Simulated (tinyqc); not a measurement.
Inside a calculation. Method: geometry optimisation on the RHF/sto-3g surface (energies and gradients from PySCF), for H2O, spin multiplicity 1. One step of it, computed by the program tinyqc.

Task: Step 1: move. Quasi-Newton step p = -H^(-1) g (first H = 0.6 times the unit matrix); steps longer than 0.1 bohr are cut back (factor 0.570 here).

positions at the start (bohr), order 1O, 2H, 3H:
$$\begin{pmatrix}
0.005669 & 0.032125 & 0.090707 \\
0.017008 & 1.553355 & 1.103600 \\
0.013228 & -1.604377 & 1.135725
\end{pmatrix}$$

gradient (hartree/bohr), order 1O, 2H, 3H:
$$\begin{pmatrix}
0.00047357 & 0.06119912 & 0.04263168 \\
-0.00039195 & -0.00002216 & -0.04234704 \\
-0.00008162 & -0.06117696 & -0.00028464
\end{pmatrix}$$

Give: positions after step 1.

Result:

positions after step 1 (bohr), order 1O, 2H, 3H:
$$\begin{pmatrix}
0.0052 & -0.0260 & 0.0502 \\
0.0174 & 1.5534 & 1.1438 \\
0.0133 & -1.5463 & 1.1360
\end{pmatrix}$$
